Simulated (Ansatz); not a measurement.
Basis-set extrapolation for `COCCC#N` (PBE0-D4/def2-TZVP geometry, frozen core, Ansatz 0.2.0). Multiplicity 1, RHF reference.

|  | def2-TZVPP | def2-QZVPP |
| --- | --- | --- |
| HF | -284.946622 | -284.959230 |
| MP2 correlation | -1.087928 | -1.161612 |
| CCSD(T) correlation | -1.170824 | not run |

Energies in hartree. Use E(X) = E(∞) + A·exp(−7.88·√X) for Hartree–Fock and E(X) = E(∞) + B·X^(−2.97) for correlation, with X = 3 and 4, and add CCSD(T) minus MP2 of the smaller set to the MP2 limit.

**Question.** What is the CCSD(T) energy at the basis-set limit?

**Answer.** HF limit: -284.959230 + (-0.012608) × 0.13774 = -284.96097. MP2 limit: -1.161612 + (-0.073684) × 0.74074 = -1.21619. Higher-order term: -1.170824 − (-1.087928) = -0.08290. Total: -286.26006 hartree, 374.4 kJ/mol below CCSD(T)/def2-TZVPP.
